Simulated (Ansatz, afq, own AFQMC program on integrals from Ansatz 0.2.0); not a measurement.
AFQMC on a folder of integrals that Ansatz 0.2.0 wrote.

```yaml
crystal:
  periodic: [false, false, false]
  atoms:
    - {symbol: In, position_ang: [0.000000, -0.021289, 0.000626]}
    - {symbol: H, position_ang: [0.000000, 2.643345, -0.077537]}
    - {symbol: H, position_ang: [0.000000, -0.163480, -1.884439]}
    - {symbol: H, position_ang: [0.000000, -0.054765, 1.890609]}
basis:
  gaussian: {orbitals: def2-SVP}
total_charge: 1
magnetization: {spin_polarized: true, initial_magnetization: 1}
correlation: {method: ccsd_t, electrons: outside_noble_gas, hamiltonian_folder: ham}
```

```sh
$ ansatz run in.yaml --threads 1 --pin off --events-out ev --progress --plain --max-ram 16896MiB --backend cuda --devices 0, --max-vram 18GiB
```

afq runs on the folder ham with

```
--method phaseless --trial cisd --walkers 4000 --populations 20 --least-time 60 --time-step 0.005 --steps-per-block 50 --equilibration-blocks 28 --max-blocks 4000 --target-error 0.00014 --factor-cut 1e-05 --start spin_pure --seed 7746 --release-times 0.24,0.51,0.99,1.62,2.4 --release-step 0.03 --release-every 3 --taylor-order 6
```

Times are imaginary, in 1/Eh. The walk had a cap of 122 s. With eight or more populations the least sampling time is a fifth of least-time, and the error comes from their spread. Filled inner d shells are frozen with the cores. Core potentials past Kr, no spin–orbit coupling.

Output of the walk:

```
orbitals 32  electrons 3 2  factors 246 of 492
reference energy -190.57033719 Eh
CCSD correlation -0.06874877 Eh in 12 cycles, weight of the determinant in the CISD state 0.9318
energy of the start -190.639079 Eh
 block  time / (1/Eh)  mean weight  energy / Eh
     1     0.250  1.0000  -190.638873
     2     0.500  0.9999  -190.638918
     3     0.750  0.9998  -190.639057
     4     1.000  1.0000  -190.639205
     5     1.250  0.9999  -190.639331
    10     2.500  1.0001  -190.639871
    15     3.750  1.0000  -190.640117
    20     5.000  0.9999  -190.640388
    25     6.250  1.0001  -190.640412
    29     7.250  0.9999  -190.640217
    30     7.500  1.0000  -190.640301
    35     8.750  0.9999  -190.640592
    40    10.000  1.0001  -190.640519
    45    11.250  1.0001  -190.640329
    50    12.500  1.0001  -190.640607
    55    13.750  1.0002  -190.640354
    60    15.000  1.0000  -190.640605
    61    15.250  0.9998  -190.640649
    65    16.250  1.0001  -190.640379
    70    17.500  1.0000  -190.640381
    75    18.750  1.0001  -190.640348
    78    19.500  0.9999  -190.640477
error from the spread of 20 populations
released: time / (1/Eh)  energy / Eh  error  mean overlap
  0.24  -190.640468  0.000033  0.9981
  0.51  -190.640476  0.000028  0.9976
  0.99  -190.640483  0.000023  0.9987
  1.62  -190.640508  0.000018  0.9962
  2.40  -190.640537  0.000015  0.9960
energy -190.640435 +/- 0.000038 Eh
(rows thinned)
```

The run passed its tests (sampling time, drift between the halves within three errors, error under three times the target), which doesn't prove that it has relaxed.

Against this walk (error 1.0 meV) on the same determinant: CCSD(T) 9.5 meV higher, CCSDT(Q) 3.1 meV lower, CCSDTQ 3.5 meV lower, full CI 3.4 meV lower. The error is statistical and leaves out the bias of the constraint. Released to 2.40 1/Eh the energy lies 2.8 ± 1.1 meV (both errors) below the phaseless value, which shows part or all of the bias of the constraint, and full CI lies 0.7 meV below the released value.

Cautions: constraint bias not in the error; no spin-orbit coupling; inner d shell frozen.

The walk took 36 s on 1 × NVIDIA H100 80GB HBM3 with 2 threads of AMD EPYC 7R13 Processor (Zen 3), on a shared host (the card was shared). The log's last line is the phaseless energy.

CCSDT and higher add their correlation energy to the determinant of the CCSD(T) run, since their own runs factorise the integrals more tightly (a shift of under 2 meV). A walk keeps the symmetry of its determinant, which the program's search chose and which needn't be the lowest solution, so a lower state of the same spin and another symmetry isn't excluded.
